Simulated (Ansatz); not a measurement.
A nudged elastic band was laid between two geometries of BH₆N (8 atoms, charge 0, multiplicity 1).

These are results of Ansatz, RKS PBE0-D4/def2-SVP, not measurements.

```
movable images  : 2
climbing image  : yes
spring          : 5.0 eV/Å²
optimiser       : quadratic models (default)
start path      : through a guess of the saddle point
force threshold : 0.03 eV/Å
iteration limit : 60
end points      : relaxed
```

Initial state:

```xyz
8
Properties=species:S:1:pos:R:3
B -0.207 -0.791 -0.164
H 0.403 -1.083 -1.184
H -1.422 -0.786 -0.314
H 0.155 -1.432 0.814
H 1.205 0.857 0.299
N 0.199 0.760 0.157
H -0.067 1.378 -0.610
H -0.266 1.096 1.001
```

Final state:

```xyz
8
Properties=species:S:1:pos:R:3
B -1.048 -0.673 0.523
H 2.522 0.250 -1.551
H -1.886 -0.998 -0.286
H -0.752 -1.384 1.456
H 1.873 0.173 -1.160
N -0.403 0.549 0.375
H -0.607 1.197 -0.376
H 0.301 0.887 1.019
```

Question: What changes between the two ends?

Answer: Bonds broken: B1–H2, H5–N6. Bonds formed: H2–H5. BH6N becomes BH4N + H2.

Question: What energy profile does the band end with?

Answer: The forces met the threshold. The highest image is number 1 of 0 to 3, 155.4 kJ/mol above the first end and 138.9 kJ/mol above the last; the last end lies 16.5 kJ/mol above the first. Neighbouring images differ by up to 1.6 eV, so the band resolves the path poorly. Another band between the same ends (7 images) ends at a top of the same energy, where a vibrational analysis finds 1 clearly imaginary mode. So few images can step over the top or miss a turn of the path. The orbitals stay closed-shell, which can raise the energy where a bond breaks towards radicals; this wasn't checked here.

```
image  path coordinate (Å)  energy (kJ/mol)  B1–H2 (Å)  H5–N6 (Å)  H2–H5 (Å)
    0                 0.00              0.0       1.22       1.02       2.57
    1                 1.77            155.4       1.38       1.40       0.99
    2                 3.53             20.1       3.14       2.74       0.76
    3                 5.28             16.5       4.23       2.77       0.76
```

Question: What is the geometry of the highest image?

Answer: 
```xyz
8
Properties=species:S:1:pos:R:3:forces:R:3
B -0.271 -0.604 -0.034 0.01 0.02 -0.01
H 0.837 -0.932 -0.789 -0.01 0.01 0.01
H -1.175 -0.786 -0.819 0.00 0.00 0.00
H -0.156 -1.342 0.920 0.00 0.00 0.00
H 0.871 0.018 -0.509 0.00 -0.01 0.00
N 0.081 0.900 0.239 0.00 -0.02 0.01
H -0.509 1.597 -0.199 0.00 -0.01 -0.01
H 0.320 1.148 1.191 0.00 0.00 0.00
```

The band took 24 iterations and of the order of 50 core-seconds.

Time of the run: 46 s on 1 thread of Arm Neoverse V2, with other jobs on the host, peak memory 0.1 GiB.
